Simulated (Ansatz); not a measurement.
Rhombohedral A7 As was calculated with PBEsol (PAW; Ansatz, a program for electronic structure).

Settings: plane-wave cutoff 520 eV, 18×18×18 k mesh, Fermi–Dirac smearing 0.05 eV, scalar-relativistic PAW data made under PBE.

Starting structure:

```yaml
crystal:
  lattice:
    - [1.88000, 1.08542, 3.51667]
    - [-1.88000, 1.08542, 3.51667]
    - [0.00000, -2.17084, 3.51667]
  atoms:
    - { symbol: As, position: [0.22700, 0.22700, 0.22700] }
    - { symbol: As, position: [0.77300, 0.77300, 0.77300] }
```

Problem. Into what structure does the relaxation of cell and atoms lead at this level, with the symmetry of the start kept?

Solution. The volume decreases by 3.1 %; final space group R-3m.
```yaml
crystal:
  lattice:
    - [1.89076, 1.09163, 3.36995]
    - [-1.89076, 1.09163, 3.36995]
    - [0.00000, -2.18326, 3.36995]
  atoms:
    - { symbol: As, position: [0.23013, 0.23013, 0.23013] }
    - { symbol: As, position: [0.76987, 0.76987, 0.76987] }
```

Note: the cell comes from a level without a dispersion term, which matters for the spacing of layers, chains or molecules.
